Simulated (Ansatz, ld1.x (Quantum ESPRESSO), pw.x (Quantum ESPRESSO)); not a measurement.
**boron (B): does the TM potential hold in the solid?**

ld1.x (Quantum ESPRESSO) 7.5 input, shortened:

```
&input
   title='B', zed=5., rel=1, dft='PBESOL', iswitch=3,
   config='[He] 2s2 2p0.5'
 /
 &inputp
   pseudotype=2, tm=.true., lloc=0,
   nlcc=.true., new_core_ps=.true., rcore=1.05
 /
2
2P  2  1   0.50   0.00  2.85  2.85  0.0
2S  1  0   2.00   0.00  1.15  1.15  0.0
 &test
   configts(1)='2s2 2p0.5'
 /
```

Atomic tests: cutoffs needed: 21 Ry and 60 Ry (the cutoffs (Ry, on a coarse ladder) from which the occupation-weighted sum of valence levels, in a spherical-Bessel basis at the reference potential, stays within 10 and 1 mRy of its value at 400 Ry); ghost test: no extra level below or beside the all-electron valence levels (p, s, d, f tested) (spherical-Bessel basis up to 400 Ry, 20 bohr box); largest excitation error: +124 meV (all-electron minus pseudo) for 2s1 2p0, out of 7 test configurations.

Crystal test: fcc B in pw.x 7.5, no spin, 18³ k-points, Fermi–Dirac smearing 0.01 Ry, cutoffs 75/300 Ry. The reference is all-electron LAPW (Ansatz 0.2.0) with the same functional, mesh and smearing; V0 and B0 come from Birch–Murnaghan fits to the pressures at five volumes. Errors are pseudo minus all-electron; Δ is the rms difference of the E(V) curves that follow from these fits, minima aligned, over ±6 % about the mean V0. Mesh and smearing are coarse, so the numbers serve the comparison and aren't converged zero-temperature values; the lattice is a test structure that the element need not adopt.

```
V (Å³/atom)  P all-electron (GPa)  P pseudo (GPa)
      5.544                 15.12            5.98
      5.690                  6.84           -1.07
      5.836                 -0.51           -7.37
      5.982                 -7.04          -12.99
      6.128                -12.83          -18.00
```

All-electron: a0 = 2.856 Å (V0 = 5.83 Å³/atom), B0 = 278.7 GPa.

Pseudopotential: mean pressure error (GPa): -7.01; a0 (Å): 2.830; a0 error (%): -0.92; B0 error (%): -5.4; Δ (meV/atom): 9.6. The largest radius (2.85 bohr) exceeds half the bond length (1.91 bohr), so the spheres overlap, which is one possible source of error among others. This is a poor potential for the solid.

Q: At the middle volume, how do free energy and pressure move when the wave cutoff is lowered (ecutrho kept at four times it)?

A:

```csv
cutoff (Ry),shift of F (meV/atom),shift of P (GPa)
34,+28.2,-0.08
45,+19.3,-0.81
60,+3.9,-0.52
```

The run at the middle volume (195 k-points, 6 iterations) took about 8.3 s on one core of a shared host (Neoverse-V1, 32 threads, 247 GiB, load 27).
